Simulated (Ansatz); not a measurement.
# SiB2H6: single points off equilibrium

How do the functionals fare away from a minimum? The structure is a structure displaced at random from a GFN2-xTB minimum.

Method: single points in def2-TZVPP; program: Ansatz 0.2.0, Gaussian basis.

Cores are frozen in the correlated methods.

**1. The starting structure**

9 atoms, charge 0, spin multiplicity 1.

Atoms are counted from 1 here; the program's logs count them from 0.

Bond lengths: B1–Si2 1.897 Å, B1–H4 1.008 Å, B1–H5 1.123 Å, Si2–B3 1.975 Å, Si2–H6 1.478 Å, Si2–H7 1.428 Å, B3–H8 1.293 Å, B3–H9 0.912 Å. Angles: Si2–B1–H4 115.6°, Si2–B1–H5 115.4°, H4–B1–H5 126.9°, B1–Si2–B3 101.9°, B1–Si2–H6 115.2°, B1–Si2–H7 114.0°, B3–Si2–H6 109.8°, B3–Si2–H7 123.5°, H6–Si2–H7 93.0°, Si2–B3–H8 112.6°, Si2–B3–H9 135.5°, H8–B3–H9 108.8°.

Geometry (Å):

```xyz
9
B2H6Si
B    -0.9673    0.4352   -1.1327
Si    0.5938    0.4107   -0.0547
B     0.1247   -0.9380    1.3093
H    -1.0533   -0.3219   -1.7924
H    -1.7857    1.1181   -0.7803
H     0.9254    1.6928    0.6010
H     1.8127    0.3890   -0.7979
H     0.6993   -2.0768    1.0987
H    -0.1752   -0.9151    2.1704
```

**2. CCSD(T)/def2-TZVPP**

Contents of run/in.yaml:

```yaml
crystal:
  periodic: [false, false, false]
  atoms:
    - {symbol: B, position_ang: [-0.967300, 0.435200, -1.132700]}
    - {symbol: Si, position_ang: [0.593800, 0.410700, -0.054700]}
    - {symbol: B, position_ang: [0.124700, -0.938000, 1.309300]}
    - {symbol: H, position_ang: [-1.053300, -0.321900, -1.792400]}
    - {symbol: H, position_ang: [-1.785700, 1.118100, -0.780300]}
    - {symbol: H, position_ang: [0.925400, 1.692800, 0.601000]}
    - {symbol: H, position_ang: [1.812700, 0.389000, -0.797900]}
    - {symbol: H, position_ang: [0.699300, -2.076800, 1.098700]}
    - {symbol: H, position_ang: [-0.175200, -0.915100, 2.170400]}
basis:
  gaussian: {orbitals: def2-TZVPP}
correlation: {method: ccsd_t}
output: {forces: true}
```

No record of the launch command was kept for these runs.

**3. PBE0-D4/def2-TZVPP**

run/in.yaml: that of step 2 with these lines changed.

```diff
@@ -14,3 +14,3 @@
   gaussian: {orbitals: def2-TZVPP}
-correlation: {method: ccsd_t}
-output: {forces: true}
+hamiltonian: {xc: pbe0, dispersion: d4}
+output: {forces: true, orbitals: {seedname: orbitals}}
```

**4. wB97M-V/def2-TZVPP**

run/in.yaml: that of step 3 with these lines changed.

```diff
@@ -14,3 +14,3 @@
   gaussian: {orbitals: def2-TZVPP}
-hamiltonian: {xc: pbe0, dispersion: d4}
-output: {forces: true, orbitals: {seedname: orbitals}}
+hamiltonian: {xc: {name: wB97M-V}}
+output: {forces: true}
```

**5. r2SCAN-D4/def2-TZVPP**

run/in.yaml: that of step 4 with these lines changed.

```diff
@@ -14,3 +14,3 @@
   gaussian: {orbitals: def2-TZVPP}
-hamiltonian: {xc: {name: wB97M-V}}
+hamiltonian: {xc: r2scan, dispersion: d4}
 output: {forces: true}
```

**6. PBE-D4/def2-TZVPP**

run/in.yaml: that of step 5 with these lines changed.

```diff
@@ -14,3 +14,3 @@
   gaussian: {orbitals: def2-TZVPP}
-hamiltonian: {xc: r2scan, dispersion: d4}
+hamiltonian: {xc: pbe, dispersion: d4}
 output: {forces: true}
```

**7. HSE06-D4/def2-TZVPP**

run/in.yaml: that of step 6 with these lines changed.

```diff
@@ -14,3 +14,3 @@
   gaussian: {orbitals: def2-TZVPP}
-hamiltonian: {xc: pbe, dispersion: d4}
+hamiltonian: {xc: hse06, dispersion: d4}
 output: {forces: true}
```

**8. r2SCANh-D4/def2-TZVPP**

run/in.yaml: that of step 7 with these lines changed.

```diff
@@ -14,3 +14,3 @@
   gaussian: {orbitals: def2-TZVPP}
-hamiltonian: {xc: hse06, dispersion: d4}
+hamiltonian: {xc: {name: r2SCANh}, dispersion: d4}
 output: {forces: true}
```

(Steps that only read results are left out.)

What does the calculation give? Wanted: energy less free atoms, CCSD(T)/def2-TZVPP; RMS force component; RMS force error; HOMO and LUMO, PBE0-D4; T1 diagnostic.

As calculated:

| quantity | value |
| --- | --- |
| energy less free atoms, CCSD(T)/def2-TZVPP | -2389.2 kJ/mol |
| RMS force component | 4.338 to 4.416 eV/Å over the methods |
| RMS force error | PBE0-D4 0.088, wB97M-V 0.098, r2SCAN-D4 0.093, PBE-D4 0.163, HSE06-D4 0.089, r2SCANh-D4 0.078 eV/Å |
| HOMO and LUMO, PBE0-D4 | -7.78 and -3.14 eV |
| T1 diagnostic | 0.016 |

Against CCSD(T) the functionals' energies less atoms differ by -94.3 to -66.2 kJ/mol, PBE-D4 by -67.1 kJ/mol. The reference is not at the basis limit: in triple zeta CCSD(T) underbinds, which counts against methods that bind more; the gaps are no ranking. For forces r2SCANh-D4 does best and PBE-D4 worst. Frozen-core CCSD(T) forces in triple zeta carry basis errors of their own, and this is one geometry, so small gaps rank nothing.
